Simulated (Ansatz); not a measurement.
Consider the isomerisation: `C/C=C(\N)Cl` → `C/N=C\CCl`.

Gas-phase electronic energies from Ansatz, PBE0-D4/def2-TZVP geometries. CCSD(T)/CBS adds triple-zeta CCSD(T) − MP2 to the extrapolated MP2 energy (def2 sets, frozen cores). Double bonds are as drawn, so ΔE can hold a change between cis and trans. DFT in def2-TZVPP. B3LYP here is the variant with VWN-RPA as its local correlation; programs differ in this. One conformer a species, not always the lowest.

`C/C=C(\N)Cl`:

Cartesian coordinates in Å:
```
C -0.331 -0.190 -1.425
C 0.125 -0.854 -0.168
C 0.248 -0.220 0.996
N -0.092 1.089 1.278
Cl 0.808 -1.065 2.403
H -1.421 -0.210 -1.536
H -0.018 0.858 -1.479
H 0.089 -0.691 -2.300
H 0.340 -1.914 -0.188
H 0.500 1.539 1.959
H -0.249 1.657 0.460
```

`C/N=C\CCl`:

Cartesian coordinates in Å:
```
C 0.573 -1.427 -0.584
N 0.070 -0.244 -1.228
C -0.361 0.751 -0.586
C -0.474 0.947 0.896
Cl 0.298 2.490 1.354
H 1.546 -1.666 -1.020
H 0.680 -1.383 0.505
H -0.090 -2.261 -0.830
H -0.714 1.603 -1.172
H -1.524 1.027 1.185
H -0.004 0.163 1.481
```

```tsv
level	ΔE (kJ/mol)	difference from CCSD(T)/CBS
r2SCAN-D4	49.4	8.0
B3LYP-D4	41.1	-0.3
ωB97X-V	39.5	-1.9
ωB97M-V	44.2	2.8
PBE	46.0	4.6
r2SCAN	49.3	7.9
MP2/def2-TZVPP	46.5	5.1
CCSD(T)/def2-TZVPP	37.3	-4.1
HF/def2-QZVPP	26.8	-14.6
SCS-MP2/def2-QZVPP	39.8	-1.6
CCSD(T)/CBS	41.4	0
```

Largest T1 diagnostic among the species: 0.011.

In def2-TZVPP, CCSD(T) changes the Hartree–Fock value by +10.7 kJ/mol (the triples alone add +1.3 kJ/mol) and MP2 by +20.0 kJ/mol.
